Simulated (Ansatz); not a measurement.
Two structures of C2H10Si, singlet, reached by relaxing down either side of one saddle point (PBE0-D4/def2-TZVP). Energies are electronic, without zero-point energy. Ansatz 0.2.0; basis: def2-TZVPP and def2-QZVPP; cores frozen in the correlated methods. Extrapolation: Hartree–Fock as exp(−7.88 √X), correlation as X^−2.97. First:

Si1  (-0.540, -1.657, -0.202)
H2  (0.647, -1.605, -1.098)
H3  (-0.957, -3.079, -0.066)
H4  (-1.649, -0.910, -0.855)
C5  (-0.141, -0.923, 1.472)
H6  (1.270, 1.275, -1.055)
C7  (0.563, 2.097, -0.941)
H8  (-1.012, -0.965, 2.130)
H9  (0.672, -1.472, 1.951)
H10  (0.162, 0.121, 1.374)
H11  (0.682, 2.548, 0.045)
H12  (0.756, 2.848, -1.706)
H13  (-0.454, 1.722, -1.051)
(Å)

Second:

```tsv
atom	x (Å)	y (Å)	z (Å)
Si1	-0.9345	-0.1732	-0.1429
H2	2.0677	-1.3497	-1.2239
H3	-0.6634	-1.2699	-1.1175
H4	-2.4155	-0.0501	-0.0181
C5	-0.2013	-0.6210	1.5197
H6	2.7511	-1.1233	-1.0255
C7	-0.2261	1.4309	-0.7963
H8	-0.6211	-1.5571	1.8948
H9	0.8822	-0.7422	1.4467
H10	-0.4052	0.1592	2.2574
H11	-0.4308	2.2551	-0.1083
H12	0.8570	1.3554	-0.9205
H13	-0.6600	1.6858	-1.7658
```

Task: Which bonds change from the first to the second?

Result: CH₆Si ([CH3][SiH3]) + CH₄ → C₂H₈Si (C[SiH2]C) + H₂; bonds formed: Si1–C7, H2–H6; bonds broken: Si1–H2, H6–C7.

Task: Give the saddle point's structure and its height above each. (Judge from chemistry; the value comes from the calculation.)

Result: By the calculation: 79.49 kcal/mol above the first and 72.81 kcal/mol above the second (CCSD(T) at an estimated basis limit (MP2 extrapolated from triple and quadruple zeta, plus CCSD(T) − MP2 in triple zeta)).
```
13
angstrom
Si -0.3873 -0.5283 -0.1936
H 1.2944 -0.7436 -0.5248
H -0.6471 -1.5549 -1.2357
H -1.7401 0.1510 -0.0543
C -0.0396 -0.9979 1.5816
H 0.9008 0.2797 -0.8182
C 0.1664 1.3960 -1.0624
H -0.9778 -1.2608 2.0794
H 0.6717 -1.8201 1.6610
H 0.3801 -0.1353 2.1084
H -0.1257 2.0221 -0.2196
H 1.1024 1.7871 -1.4839
H -0.5982 1.4050 -1.8380
```

T1 diagnostic: at most 0.011.

Labels in which every atom is bracketed show which atoms are joined, not bond orders.

For scale, one of the runs: CCSD(T)/def2-TZVPP, 244 basis functions, launched by `ansatz run in.yaml --threads 4 --pin off --events-out ev --progress --plain --max-ram 9574MiB`. Hardware: 4 CPU threads of an AMD EPYC, shared host. Wall time 2.2 min; peak host memory 4.8 GiB.
